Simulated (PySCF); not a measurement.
# C2H3NO: core ionisation energies

Species: nitrosoethylene, C₂H₃NO.
Cartesian coordinates in Å at the PBE0-D3(BJ)/def2-SVP level; atoms count from 1:
```
atom  x, y, z in Å
C1    -1.008   -0.163   -0.324
C2     0.184    0.297    0.071
N3     1.213   -0.660    0.274
O4     2.260   -0.185    0.633
H5    -1.857    0.499   -0.504
H6    -1.135   -1.240   -0.471
H7     0.435    1.350    0.252
```

Theory: delta-SCF UKS SCAN, pcX-2 on the ionised atom, pcseg-1 elsewhere, spin-free X2C in PySCF 2.14.0. Vertical ΔSCF values, vacuum level as zero.

**Question.** What binding energy does each computed site have?

**Answer.** 
| atom(s) | environment | level | binding energy (eV) | above the level's lowest (eV) | count |
| --- | --- | --- | --- | --- | --- |
| O4 | nitroso oxygen | O 1s | 538.91 | 0.00 | 1 |
| N3 | nitroso nitrogen | N 1s | 408.24 | 0.00 | 1 |
| C2 | vinylic carbon bearing nitrogen | C 1s | 291.99 | +0.29 | 1 |
| C1 | terminal =CH2 carbon | C 1s | 291.70 | 0.00 | 1 |

The listed C 1s values span 0.29 eV, from C1 (bonded to C (double bond) and 2 H) to C2 (bonded to N, C (double bond) and H). Summing the Pauling electronegativity differences to the bonded atoms, each weighted by its formal bond order, gives -0.70 for the lowest site and +0.14 for the highest.

**Question.** Give the binding energy of N 1s of N3 in hartree and in kJ/mol.

**Answer.** 408.24 eV = 15.0025 Eh = 39389 kJ/mol.

Spin contamination (⟨S²⟩ against 0.75 for a pure doublet) is marked for C 1s of C1 (0.88), which makes this value less certain. The structure is a single PBE0-D3(BJ)/def2-SVP conformer in the gas phase; no vibrational or solvent corrections.

Time: 29 s; peak memory 0.52 GiB. Hardware: Arm Neoverse N1, one thread (shared host).
